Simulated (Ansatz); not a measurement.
Reaction (formal exchange of groups at a C–F bond): `CC(C)(F)S` + CH₄ → `CC(C)(C)S` + H–F

Program: Ansatz. Geometries: PBE0-D4/def2-TZVP. ΔE: electronic, gas phase. CBS: MP2 limit from def2 TZ/QZ plus the TZ coupled-cluster correction, frozen cores. This one scheme is used for every species. DFT in def2-TZVPP. Each species was taken in one conformer, which may not be the lowest.

`CC(C)(F)S`:

```xyz
12

C     0.018    0.367    1.282
C     0.278   -0.419    0.020
C     0.283    0.429   -1.229
F     1.528   -1.010    0.137
S    -0.856   -1.861   -0.136
H    -0.975    0.817    1.254
H     0.760    1.164    1.375
H     0.081   -0.287    2.151
H    -0.696    0.884   -1.386
H     0.529   -0.182   -2.097
H     1.025    1.225   -1.127
H    -1.976   -1.129   -0.244
```

CH₄:

Cartesian coordinates in Å:
```
C 0.000 0.000 0.000
H -0.501 -0.629 0.736
H 0.216 0.973 0.441
H -0.646 0.129 -0.868
H 0.932 -0.474 -0.309
```

`CC(C)(C)S`:

Cartesian coordinates in Å:
```
C -0.628 1.210 0.452
C -0.040 -0.159 0.140
C -0.906 -0.886 -0.882
C 1.386 -0.027 -0.373
S -0.077 -1.218 1.639
H -1.647 1.121 0.831
H -0.030 1.734 1.202
H -0.645 1.825 -0.453
H -1.930 -1.002 -0.521
H -0.504 -1.877 -1.106
H -0.934 -0.312 -1.812
H 1.401 0.568 -1.292
H 1.817 -1.006 -0.587
H 2.024 0.472 0.360
H 0.713 -0.442 2.400
```

H–F:

```xyz
2

F    -0.233   -0.209   -0.337
H     0.233    0.209    0.337
```

CCSD(T)/CBS gives -33.6 kJ/mol.

Question: Another level gave -3.4 kJ/mol. Which?
A. HF/def2-TZVPP
B. B2PLYP/def2-TZVPP
C. PBE/def2-TZVPP
D. CCSD(T)/def2-TZVPP

Answer: A. HF/def2-TZVPP -3.4, B2PLYP -16.0, CCSD(T)/def2-TZVPP -30.8, PBE -9.9 kJ/mol.

Largest T1 diagnostic among the species: 0.011.

From PBE to PBE0 (25 % exact exchange), in def2-TZVPP and without D4, ΔE moves by −7.2 kJ/mol. In def2-TZVPP, CCSD(T) changes the Hartree–Fock value by −27.5 kJ/mol (the triples alone add −2.1 kJ/mol) and MP2 by −40.9 kJ/mol. The D4 term adds −11.1 kJ/mol with B3LYP and −6.1 kJ/mol with PBE0; it sums over pairs of atoms, weighted by their polarisabilities, and B3LYP, whose exchange is more repulsive, gets the larger term.

B3LYP here is the variant with VWN-RPA as its local correlation; programs differ in this.
